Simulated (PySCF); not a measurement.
**acetyl cation (C2H3O+): spin-spin couplings at several levels of theory**

Aim: compute the spin-spin couplings of acetyl cation (C2H3O+) (`CC#[O+]`) at several levels, and see how far they spread and what each costs.

Programs: PySCF 2.14.0, with density-fitted response routines of our own. Each step states its level of theory. These are calculated values for one molecule in the gas phase, unless marked as measured. Atoms count from 0, in the outputs and in this text.

### 1 The starting structure

6 atoms, charge 1, multiplicity 1; geometry from: GFN2-xTB. The atoms were then displaced at random by about 0.03 Å, so the start is not that level's minimum.

Bonds of the start (Å): C0–C1 1.30, C1–O2 1.07, C0–H3 1.05, C0–H4 1.08, C0–H5 1.21.

### 2 Relaxing the molecule at PBE0-D3(BJ)/def2-SVP

The job: settings as JSON, then the geometry in Å.

```
{"job": {"xc": "PBE0", "basis": "def2-SVP", "d3": "d3bj", "grid": 1, "shake": 0.03, "kind": "geom"}, "charge": 1, "multiplicity": 1}
C     -0.386560    -0.071620    -0.002610
C      0.910030    -0.021230     0.002950
O      1.979800    -0.025140     0.003220
H     -0.732900    -0.749640    -0.720730
H     -0.866000    -0.225820     0.952510
H     -0.835000     1.001410    -0.347780
```

Command:

```bash
> OMP_NUM_THREADS=1 python probes_run.py task.json out
```

One launch serves the whole session: the jobs run in the order shown.

What it wrote:

```text
step   0  E = -152.60631720  max force = 0.158457
step   1  E = -152.63380693  max force = 0.028444
step   2  E = -152.63513186  max force = 0.009335
step   3  E = -152.63524343  max force = 0.003958
step   4  E = -152.63525013  max force = 0.001305
step   5  E = -152.63525114  max force = 0.000046
optimisation converged
```

Wall time 4 s (1 thread of AMD EPYC 7B13, shared host); peak memory 0.27 GiB.

Step by step:

```
step  energy from step 0 (eV)  largest force component (eV/Å)
   0                   0.0000                          8.1482
   1                  -0.7480                          1.4626
   2                  -0.7841                          0.4800
   3                  -0.7871                          0.2035
   4                  -0.7873                          0.0671
   5                  -0.7873                          0.0024
```

Close pairs (by a distance rule), those that changed most:

```
 bond  before (Å)  after (Å)  change (Å)
C0–C1       1.298      1.420      +0.122
C0–H5       1.213      1.106      -0.107
C0–H3       1.047      1.106      +0.060
C1–O2       1.070      1.116      +0.046
C0–H4       1.080      1.106      +0.027
```

The next job starts from the end point, and lists it.

```
                         at the end point                value
  point group (found at 0.08 Å tolerance)                  C3v
rotational constants (GHz, main isotopes)  151.7, 9.230, 9.230
```

### 3 Indirect couplings: HF/pcJ-1

The job: settings as JSON, then the geometry in Å.

```
{"job": {"kind": "j", "xc": "HF", "basis": "pcJ-1"}, "charge": 1, "multiplicity": 1}
C     -0.472562    -0.015940    -0.030378
C      0.946914    -0.013869     0.004363
O      2.062138    -0.012292     0.030756
H     -0.803468    -0.788828    -0.749678
H     -0.847495    -0.246509     0.984738
H     -0.816157     0.985398    -0.352241
```

Level: HF/pcJ-1 indirect spin-spin coupling, non-relativistic, gas phase.

What it wrote:

```text
final grid: 49744 points
cycle   1  E = -151.9027735740  dE =  9.541e-01  |g| = 7.569e-01  |ddm| = 1.852e+00
cycle   2  E = -151.9797001655  dE = -7.693e-02  |g| = 6.369e-01  |ddm| = 7.353e-01
cycle   3  E = -152.0504136372  dE = -7.071e-02  |g| = 9.175e-02  |ddm| = 3.179e-01
cycle   4  E = -152.0521426350  dE = -1.729e-03  |g| = 2.137e-02  |ddm| = 6.366e-02
cycle   5  E = -152.0523096730  dE = -1.670e-04  |g| = 4.748e-03  |ddm| = 2.873e-02
cycle   6  E = -152.0523211242  dE = -1.145e-05  |g| = 1.273e-03  |ddm| = 8.004e-03
cycle   7  E = -152.0523218038  dE = -6.796e-07  |g| = 3.437e-04  |ddm| = 1.937e-03
cycle   8  E = -152.0523218440  dE = -4.019e-08  |g| = 7.681e-05  |ddm| = 4.938e-04
cycle   9  E = -152.0523218456  dE = -1.675e-09  |g| = 1.065e-05  |ddm| = 7.831e-05
cycle  10  E = -152.0523218457  dE = -5.082e-11  |g| = 1.736e-06  |ddm| = 1.765e-05
converged SCF energy = -152.0523218457

Indirect spin-spin couplings (Hz)
  i      j    bonds     total        FC       PSO       DSO        SD
  0 C    1 C    1     81.526    85.323    -3.556     0.193    -0.434
  0 C    2 O    2      8.828     8.337     1.027     0.119    -0.655
  0 C    3 H    1    188.163   187.122     0.667     0.454    -0.080
  0 C    4 H    1    188.241   187.200     0.666     0.454    -0.079
  0 C    5 H    1    188.288   187.248     0.665     0.454    -0.079
  1 C    2 O    1    -61.458   -40.042    -1.953     0.041   -19.504
  1 C    3 H    2    -29.039   -29.110    -0.112    -0.121     0.303
  1 C    4 H    2    -29.029   -29.100    -0.111    -0.121     0.303
  1 C    5 H    2    -29.021   -29.091    -0.112    -0.121     0.303
  2 O    3 H    3    -12.356   -12.181    -0.646     0.327     0.144
  2 O    4 H    3    -12.353   -12.176    -0.648     0.327     0.145
  2 O    5 H    3    -12.350   -12.175    -0.646     0.327     0.144
  3 H    4 H    2    -40.139   -40.298     2.984    -3.098     0.273
  3 H    5 H    2    -40.092   -40.251     2.987    -3.100     0.271
  4 H    5 H    2    -40.103   -40.261     2.988    -3.101     0.271
```

It took 1.6 s on 1 thread of AMD EPYC 7B13, shared host; peak memory 0.36 GiB.

It converged, yet the result is unsound: Hartree-Fock couplings across multiple bonds can't be trusted.

### 4 J couplings: LDA/pcJ-1

Settings changed since step 3:

```diff
@@ -1,2 +1,2 @@
-{"job": {"kind": "j", "xc": "HF", "basis": "pcJ-1"}, "charge": 1, "multiplicity": 1}
+{"job": {"kind": "j", "xc": "LDA", "basis": "pcJ-1"}, "charge": 1, "multiplicity": 1}
 C     -0.472562    -0.015940    -0.030378
```

Method: LDA/pcJ-1 indirect spin-spin coupling, non-relativistic, gas phase.

What it wrote:

```text
coarse grid: 5120 points
cycle   1  E = -151.5250929584  dE =  6.818e-01  |g| = 6.988e-01  |ddm| = 1.980e+00
cycle   2  E = -150.6503083549  dE =  8.748e-01  |g| = 2.262e+00  |ddm| = 1.387e+00
cycle   3  E = -151.6046293582  dE = -9.543e-01  |g| = 2.656e-01  |ddm| = 1.046e+00
cycle   4  E = -151.6207838071  dE = -1.615e-02  |g| = 9.290e-02  |ddm| = 2.286e-01
cycle   5  E = -151.6226709325  dE = -1.887e-03  |g| = 7.476e-03  |ddm| = 5.127e-02
cycle   6  E = -151.6226841401  dE = -1.321e-05  |g| = 1.323e-03  |ddm| = 5.044e-03
cycle   7  E = -151.6226844711  dE = -3.309e-07  |g| = 5.526e-04  |ddm| = 1.299e-03
final grid: 49744 points
cycle   8  E = -151.6619489821  dE = -8.951e-05  |g| = 4.530e-03  |ddm| = 1.011e-02
cycle   9  E = -151.6619360821  dE =  1.290e-05  |g| = 9.036e-03  |ddm| = 5.820e-03
cycle  10  E = -151.6619501824  dE = -1.410e-05  |g| = 3.293e-03  |ddm| = 5.111e-03
cycle  11  E = -151.6619519578  dE = -1.775e-06  |g| = 9.038e-04  |ddm| = 1.757e-03
cycle  12  E = -151.6619521202  dE = -1.624e-07  |g| = 1.501e-04  |ddm| = 5.437e-04
cycle  13  E = -151.6619521270  dE = -6.842e-09  |g| = 1.635e-05  |ddm| = 1.302e-04
cycle  14  E = -151.6619521271  dE = -5.912e-11  |g| = 1.174e-06  |ddm| = 1.063e-05
converged SCF energy = -151.6619521271

Indirect spin-spin couplings (Hz)
  i      j    bonds     total        FC       PSO       DSO        SD
  0 C    1 C    1     40.532    43.529    -3.295     0.202     0.096
  0 C    2 O    2      4.908     4.451     0.942     0.119    -0.605
  0 C    3 H    1    120.621   119.031     0.857     0.503     0.229
  0 C    4 H    1    120.682   119.093     0.856     0.503     0.230
  0 C    5 H    1    120.717   119.128     0.856     0.503     0.230
  1 C    2 O    1     12.306    14.960     5.337     0.027    -8.018
  1 C    3 H    2     -4.611    -4.501    -0.174    -0.110     0.173
  1 C    4 H    2     -4.610    -4.499    -0.172    -0.111     0.173
  1 C    5 H    2     -4.605    -4.494    -0.173    -0.110     0.173
  2 O    3 H    3     -0.633    -0.479    -0.431     0.326    -0.049
  2 O    4 H    3     -0.636    -0.481    -0.433     0.326    -0.048
  2 O    5 H    3     -0.633    -0.479    -0.431     0.326    -0.049
  3 H    4 H    2    -13.644   -13.740     2.981    -3.020     0.135
  3 H    5 H    2    -13.617   -13.713     2.984    -3.023     0.134
  4 H    5 H    2    -13.626   -13.721     2.985    -3.024     0.134
```

Wall time 3 s (1 thread of AMD EPYC 7B13, shared host); peak memory 0.31 GiB.

Couplings of 1 Hz or more, nine at most for each number of bonds, with means over like pairs (isotopes 13C, 1H, 17O):

| pair | bonds | J (Hz) | Fermi contact (Hz) |
| --- | --- | --- | --- |
| C0–H3 | 1 | 120.7 | 119.1 |
| C0–C1 | 1 | 40.5 | 43.5 |
| C1–O2 | 1 | 12.3 | 15.0 |
| H3–H4 | 2 | -13.6 | -13.7 |
| C0–O2 | 2 | 4.9 | 4.5 |
| C1–H3 | 2 | -4.6 | -4.5 |

Quadrupole couplings from the field gradients of the same density:

```
atom  isotope  eQq/h (MHz)     η
  O2      17O        2.662  0.00
```

### 5 Spin-spin couplings: PBE/pcJ-1

Settings changed since step 4:

```diff
@@ -1,2 +1,2 @@
-{"job": {"kind": "j", "xc": "LDA", "basis": "pcJ-1"}, "charge": 1, "multiplicity": 1}
+{"job": {"kind": "j", "xc": "PBE", "basis": "pcJ-1"}, "charge": 1, "multiplicity": 1}
 C     -0.472562    -0.015940    -0.030378
```

With the program's defaults for keys left out, this is: PBE/pcJ-1 indirect spin-spin coupling, non-relativistic, gas phase.

What it wrote:

```text
coarse grid: 5120 points
cycle   1  E = -152.6170522938  dE =  6.917e-01  |g| = 6.880e-01  |ddm| = 1.983e+00
cycle   2  E = -151.7616846066  dE =  8.554e-01  |g| = 2.238e+00  |ddm| = 1.360e+00
cycle   3  E = -152.6967247076  dE = -9.350e-01  |g| = 2.454e-01  |ddm| = 1.029e+00
cycle   4  E = -152.7109259333  dE = -1.420e-02  |g| = 8.101e-02  |ddm| = 2.117e-01
cycle   5  E = -152.7123529037  dE = -1.427e-03  |g| = 7.604e-03  |ddm| = 4.454e-02
cycle   6  E = -152.7123663337  dE = -1.343e-05  |g| = 7.396e-04  |ddm| = 4.760e-03
cycle   7  E = -152.7123663951  dE = -6.143e-08  |g| = 4.290e-04  |ddm| = 6.637e-04
final grid: 49744 points
cycle   8  E = -152.7508131639  dE = -4.095e-05  |g| = 2.252e-02  |ddm| = 1.762e-02
cycle   9  E = -152.7499751308  dE =  8.380e-04  |g| = 7.136e-02  |ddm| = 3.909e-02
cycle  10  E = -152.7508975975  dE = -9.225e-04  |g| = 4.426e-03  |ddm| = 3.139e-02
cycle  11  E = -152.7509013800  dE = -3.782e-06  |g| = 9.911e-04  |ddm| = 2.449e-03
cycle  12  E = -152.7509015959  dE = -2.159e-07  |g| = 2.790e-04  |ddm| = 7.906e-04
cycle  13  E = -152.7509016189  dE = -2.307e-08  |g| = 4.723e-05  |ddm| = 2.348e-04
cycle  14  E = -152.7509016194  dE = -4.895e-10  |g| = 4.044e-06  |ddm| = 2.854e-05
converged SCF energy = -152.7509016194

Indirect spin-spin couplings (Hz)
  i      j    bonds     total        FC       PSO       DSO        SD
  0 C    1 C    1     51.021    53.931    -3.129     0.201     0.017
  0 C    2 O    2      5.302     4.705     1.021     0.119    -0.544
  0 C    3 H    1    145.373   143.872     0.788     0.494     0.218
  0 C    4 H    1    145.446   143.946     0.787     0.494     0.219
  0 C    5 H    1    145.486   143.986     0.787     0.494     0.218
  1 C    2 O    1     10.406    14.928     5.051     0.026    -9.598
  1 C    3 H    2     -6.267    -6.210    -0.149    -0.112     0.204
  1 C    4 H    2     -6.265    -6.208    -0.148    -0.112     0.204
  1 C    5 H    2     -6.259    -6.202    -0.149    -0.112     0.204
  2 O    3 H    3     -1.582    -1.439    -0.440     0.326    -0.030
  2 O    4 H    3     -1.585    -1.441    -0.442     0.326    -0.029
  2 O    5 H    3     -1.583    -1.439    -0.440     0.326    -0.029
  3 H    4 H    2    -18.871   -18.981     2.995    -3.032     0.148
  3 H    5 H    2    -18.837   -18.946     2.997    -3.035     0.147
  4 H    5 H    2    -18.846   -18.955     2.998    -3.035     0.147
```

It took 4.6 s on 1 thread of AMD EPYC 7B13, shared host; peak memory 0.31 GiB.

Key values: J(C0,H3) 145.4 Hz, J(C0,C1) 51.0 Hz, J(H3,H4) -18.9 Hz (means over like pairs).

### 6 J couplings: KT2/pcJ-1

Settings changed since step 5:

```diff
@@ -1,2 +1,2 @@
-{"job": {"kind": "j", "xc": "PBE", "basis": "pcJ-1"}, "charge": 1, "multiplicity": 1}
+{"job": {"kind": "j", "xc": "KT2", "basis": "pcJ-1"}, "charge": 1, "multiplicity": 1}
 C     -0.472562    -0.015940    -0.030378
```

Method: KT2/pcJ-1 indirect spin-spin coupling, non-relativistic, gas phase.

What it wrote:

```text
coarse grid: 5120 points
cycle   1  E = -155.2385264404  dE =  7.187e-01  |g| = 7.577e-01  |ddm| = 1.968e+00
cycle   2  E = -154.2548342248  dE =  9.837e-01  |g| = 2.322e+00  |ddm| = 1.523e+00
cycle   3  E = -155.3414102863  dE = -1.087e+00  |g| = 2.131e-01  |ddm| = 1.169e+00
cycle   4  E = -155.3517892332  dE = -1.038e-02  |g| = 9.654e-02  |ddm| = 2.200e-01
cycle   5  E = -155.3540028496  dE = -2.214e-03  |g| = 7.597e-03  |ddm| = 5.912e-02
cycle   6  E = -155.3540172526  dE = -1.440e-05  |g| = 9.733e-04  |ddm| = 5.787e-03
cycle   7  E = -155.3540174178  dE = -1.652e-07  |g| = 4.884e-04  |ddm| = 8.295e-04
final grid: 49744 points
cycle   8  E = -155.3962549246  dE = -5.275e-04  |g| = 1.406e-02  |ddm| = 2.535e-02
cycle   9  E = -155.3962433180  dE =  1.161e-05  |g| = 1.237e-02  |ddm| = 1.327e-02
cycle  10  E = -155.3962553054  dE = -1.199e-05  |g| = 1.122e-02  |ddm| = 1.107e-02
cycle  11  E = -155.3962775138  dE = -2.221e-05  |g| = 2.150e-03  |ddm| = 5.592e-03
cycle  12  E = -155.3962785199  dE = -1.006e-06  |g| = 1.844e-04  |ddm| = 1.434e-03
cycle  13  E = -155.3962785285  dE = -8.514e-09  |g| = 3.292e-05  |ddm| = 1.570e-04
cycle  14  E = -155.3962785287  dE = -2.171e-10  |g| = 1.646e-05  |ddm| = 3.471e-05
converged SCF energy = -155.3962785287

Indirect spin-spin couplings (Hz)
  i      j    bonds     total        FC       PSO       DSO        SD
  0 C    1 C    1     34.722    37.377    -2.833     0.200    -0.022
  0 C    2 O    2      6.153     5.461     1.145     0.119    -0.573
  0 C    3 H    1    155.503   154.112     0.715     0.477     0.199
  0 C    4 H    1    155.587   154.197     0.714     0.477     0.200
  0 C    5 H    1    155.632   154.242     0.714     0.477     0.200
  1 C    2 O    1     19.617    25.199     4.942     0.027   -10.551
  1 C    3 H    2     -7.904    -7.878    -0.118    -0.116     0.208
  1 C    4 H    2     -7.903    -7.877    -0.117    -0.117     0.208
  1 C    5 H    2     -7.894    -7.868    -0.118    -0.116     0.208
  2 O    3 H    3     -1.429    -1.307    -0.423     0.327    -0.026
  2 O    4 H    3     -1.432    -1.309    -0.425     0.327    -0.025
  2 O    5 H    3     -1.430    -1.308    -0.424     0.327    -0.025
  3 H    4 H    2    -25.074   -25.198     3.014    -3.063     0.171
  3 H    5 H    2    -25.029   -25.151     3.017    -3.065     0.170
  4 H    5 H    2    -25.041   -25.164     3.018    -3.066     0.170
```

Wall time 4.6 s (1 thread of AMD EPYC 7B13, shared host); peak memory 0.31 GiB.

Key values: J(C0,H3) 155.6 Hz, J(C0,C1) 34.7 Hz, J(H3,H4) -25.0 Hz (means over like pairs).

### 7 Spin-spin couplings: PBE0/pcJ-1

Settings changed since step 6:

```diff
@@ -1,2 +1,2 @@
-{"job": {"kind": "j", "xc": "KT2", "basis": "pcJ-1"}, "charge": 1, "multiplicity": 1}
+{"job": {"kind": "j", "xc": "PBE0", "basis": "pcJ-1"}, "charge": 1, "multiplicity": 1}
 C     -0.472562    -0.015940    -0.030378
```

With the program's defaults for keys left out, this is: PBE0/pcJ-1 indirect spin-spin coupling, non-relativistic, gas phase.

What it wrote:

```text
coarse grid: 5120 points
cycle   1  E = -152.6243040606  dE =  7.580e-01  |g| = 6.653e-01  |ddm| = 1.934e+00
cycle   2  E = -152.2195529721  dE =  4.048e-01  |g| = 1.663e+00  |ddm| = 1.079e+00
cycle   3  E = -152.7171890918  dE = -4.976e-01  |g| = 1.133e-01  |ddm| = 7.219e-01
cycle   4  E = -152.7197940472  dE = -2.605e-03  |g| = 4.497e-02  |ddm| = 9.974e-02
cycle   5  E = -152.7202153597  dE = -4.213e-04  |g| = 6.573e-03  |ddm| = 2.888e-02
cycle   6  E = -152.7202235406  dE = -8.181e-06  |g| = 1.611e-03  |ddm| = 4.041e-03
final grid: 49744 points
cycle   7  E = -152.7486391815  dE = -3.703e-05  |g| = 1.539e-02  |ddm| = 1.393e-02
cycle   8  E = -152.7484705852  dE =  1.686e-04  |g| = 3.436e-02  |ddm| = 2.076e-02
cycle   9  E = -152.7486808037  dE = -2.102e-04  |g| = 1.820e-03  |ddm| = 1.484e-02
cycle  10  E = -152.7486814651  dE = -6.613e-07  |g| = 2.647e-04  |ddm| = 1.040e-03
cycle  11  E = -152.7486814812  dE = -1.616e-08  |g| = 7.135e-05  |ddm| = 2.233e-04
cycle  12  E = -152.7486814825  dE = -1.289e-09  |g| = 1.340e-05  |ddm| = 5.698e-05
cycle  13  E = -152.7486814825  dE = -3.507e-11  |g| = 7.634e-07  |ddm| = 7.499e-06
converged SCF energy = -152.7486814825

Indirect spin-spin couplings (Hz)
  i      j    bonds     total        FC       PSO       DSO        SD
  0 C    1 C    1     54.320    57.614    -3.352     0.200    -0.142
  0 C    2 O    2      4.942     4.259     1.082     0.119    -0.519
  0 C    3 H    1    149.211   147.810     0.750     0.485     0.166
  0 C    4 H    1    149.285   147.885     0.749     0.485     0.166
  0 C    5 H    1    149.325   147.925     0.749     0.485     0.166
  1 C    2 O    1      0.514     7.964     3.670     0.030   -11.150
  1 C    3 H    2     -9.035    -8.988    -0.143    -0.114     0.211
  1 C    4 H    2     -9.032    -8.985    -0.142    -0.115     0.210
  1 C    5 H    2     -9.026    -8.978    -0.143    -0.115     0.210
  2 O    3 H    3     -2.686    -2.519    -0.484     0.327    -0.010
  2 O    4 H    3     -2.688    -2.520    -0.486     0.327    -0.009
  2 O    5 H    3     -2.686    -2.519    -0.484     0.327    -0.010
  3 H    4 H    2    -21.483   -21.598     2.994    -3.054     0.175
  3 H    5 H    2    -21.447   -21.561     2.997    -3.056     0.174
  4 H    5 H    2    -21.457   -21.572     2.998    -3.057     0.174
```

Wall time 3.4 s (1 thread of AMD EPYC 7B13, shared host); peak memory 0.37 GiB.

In short: J(C0,H3) 149.3 Hz, J(C0,C1) 54.3 Hz, J(H3,H4) -21.5 Hz (means over like pairs).

### 8 J couplings: B97-2/pcJ-1

Settings changed since step 7:

```diff
@@ -1,2 +1,2 @@
-{"job": {"kind": "j", "xc": "PBE0", "basis": "pcJ-1"}, "charge": 1, "multiplicity": 1}
+{"job": {"kind": "j", "xc": "B97-2", "basis": "pcJ-1"}, "charge": 1, "multiplicity": 1}
 C     -0.472562    -0.015940    -0.030378
```

Level: B97-2/pcJ-1 indirect spin-spin coupling, non-relativistic, gas phase.

What it wrote:

```text
coarse grid: 5120 points
cycle   1  E = -152.7470535155  dE =  7.491e-01  |g| = 6.855e-01  |ddm| = 1.944e+00
cycle   2  E = -152.2700189034  dE =  4.770e-01  |g| = 1.767e+00  |ddm| = 1.146e+00
cycle   3  E = -152.8444450447  dE = -5.744e-01  |g| = 1.164e-01  |ddm| = 7.860e-01
cycle   4  E = -152.8472603100  dE = -2.815e-03  |g| = 4.939e-02  |ddm| = 1.091e-01
cycle   5  E = -152.8477877446  dE = -5.274e-04  |g| = 6.146e-03  |ddm| = 3.114e-02
cycle   6  E = -152.8477944874  dE = -6.743e-06  |g| = 1.720e-03  |ddm| = 3.855e-03
final grid: 49744 points
cycle   7  E = -152.8749945423  dE = -8.110e-05  |g| = 9.199e-03  |ddm| = 1.356e-02
cycle   8  E = -152.8749359812  dE =  5.856e-05  |g| = 2.009e-02  |ddm| = 1.202e-02
cycle   9  E = -152.8750077777  dE = -7.180e-05  |g| = 1.404e-03  |ddm| = 9.022e-03
cycle  10  E = -152.8750081118  dE = -3.341e-07  |g| = 4.410e-04  |ddm| = 8.938e-04
cycle  11  E = -152.8750081587  dE = -4.687e-08  |g| = 4.599e-05  |ddm| = 3.126e-04
cycle  12  E = -152.8750081591  dE = -4.757e-10  |g| = 4.824e-06  |ddm| = 2.983e-05
converged SCF energy = -152.8750081591

Indirect spin-spin couplings (Hz)
  i      j    bonds     total        FC       PSO       DSO        SD
  0 C    1 C    1     56.149    59.246    -3.232     0.199    -0.064
  0 C    2 O    2      4.826     4.142     1.067     0.119    -0.502
  0 C    3 H    1    141.829   140.405     0.727     0.483     0.214
  0 C    4 H    1    141.910   140.487     0.726     0.483     0.214
  0 C    5 H    1    141.941   140.519     0.726     0.483     0.214
  1 C    2 O    1      1.945     8.025     3.854     0.029    -9.963
  1 C    3 H    2     -7.600    -7.537    -0.135    -0.115     0.187
  1 C    4 H    2     -7.599    -7.536    -0.133    -0.116     0.187
  1 C    5 H    2     -7.593    -7.530    -0.134    -0.116     0.187
  2 O    3 H    3     -2.517    -2.337    -0.480     0.327    -0.026
  2 O    4 H    3     -2.518    -2.338    -0.482     0.327    -0.025
  2 O    5 H    3     -2.516    -2.337    -0.481     0.327    -0.026
  3 H    4 H    2    -18.705   -18.801     3.002    -3.059     0.154
  3 H    5 H    2    -18.671   -18.766     3.004    -3.062     0.153
  4 H    5 H    2    -18.681   -18.776     3.005    -3.063     0.153
```

It took 3.2 s on 1 thread of AMD EPYC 7B13, shared host; peak memory 0.37 GiB.

In short: J(C0,H3) 141.9 Hz, J(C0,C1) 56.1 Hz, J(H3,H4) -18.7 Hz (means over like pairs).

(Part 1 of 2 ends here.)
